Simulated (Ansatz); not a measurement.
`O=C=CF`, relaxed with RKS PBE-D4/def2-SVP in Ansatz from a rough embedded geometry. The force threshold is 0.03 eV/Å; the program also tests the step.

Total charge 0; spin multiplicity 1.

Start:

```xyz
5

O     1.851    0.231    0.808
C     0.743    0.096    0.293
C    -0.447   -0.074   -0.237
F    -1.428    0.690   -0.038
H    -0.719   -0.943   -0.827
```

```
step  energy (eV)  largest force (eV/Å)  largest move (Å)
   1   -6839.4576                 3.875             0.000
   2   -6839.6852                 1.754             0.195
   3   -6839.7870                 1.132             0.184
   4   -6839.8295                 0.688             0.033
   5   -6839.8329                 0.385             0.030
   6   -6839.8399                 0.192             0.028
   7   -6839.8400                 0.162             0.024
   8   -6839.8415                 0.006             0.015
```

End:

```xyz
5

O     1.831    0.220    0.773
C     0.751    0.092    0.318
C    -0.456   -0.100   -0.221
F    -1.473    0.770   -0.021
H    -0.653   -0.981   -0.849
```

Run time 4.8 s (2 threads of an Arm Neoverse V2 on a shared host); peak host memory 0.12 GiB.
